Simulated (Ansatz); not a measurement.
## Stretch profile

LiAlNH3, singlet, at its PBE0-D4/def2-TZVP minimum:

Li1  (-0.647, -0.859, 1.468)
N2  (-0.221, -1.002, -0.260)
Al3  (0.262, 0.665, -0.254)
H4  (-0.192, -1.631, -1.047)
H5  (0.847, 1.773, -1.225)
H6  (-0.049, 1.055, 1.319)
(Å)

The bond length Al3–H6 (1.651 Å at the minimum) is set to the values below, the two halves moving rigidly along the bond. Each method's energies count from its own value at the PBE0-D4 minimum structure. Program: Ansatz 0.2.0. Basis: def2-TZVPP. Cores are frozen in the correlated methods. The outer core shell of Li, Na, Mg and K is correlated. B3LYP uses VWN-RPA correlation.

CCSD(T) energies along the scan:
| bond length (Å) | CCSD(T) (eV) |
| --- | --- |
| 1.353 | 0.677 |
| 1.423 | 0.353 |
| 1.525 | 0.090 |
| 1.644 | 0.000 |
| 1.776 | 0.072 |
| 1.918 | 0.269 |
| 2.069 | 0.552 |
| 2.228 | 0.888 |
| 2.393 | 1.249 |
They count from the CCSD(T) energy at the PBE0-D4 minimum.

Minimum and curvature along this coordinate at CCSD(T): A fifth-order fit through the nearest points gives 1.647 Å, with a curvature of about 10 eV/Å².

Question: Treat the two halves as rigid bodies and work out the harmonic wavenumber of this stretch from that curvature (ν̃ = 521.5 √(k/μ) cm⁻¹ with k in eV/Å² and μ in u).

Answer: The halves weigh 49.95 and 1.01 u, so μ = 49.95 × 1.01/50.96 = 0.990 u and ν̃ = 521.5 √(10/0.990) ≈ 1700 cm⁻¹. A true normal mode mixes in other motions, so this is a guide only.

Largest difference from the CCSD(T) curve over the scan: PBE-D4 0.144; r2SCAN-D4 0.037; PBE0-D4 0.043; B3LYP-D4 0.046 eV. Each curve counts from its own value at the minimum.

No T1 diagnostic of these runs exceeds 0.017.

For scale, one of the runs: CCSD(T)/def2-TZVPP, 134 basis functions (an equivalent command: `ansatz run in.yaml --threads 2`). Time: 5 s of wall clock on 2 CPU threads; the host was shared. Peak host memory: 0.81 GiB.
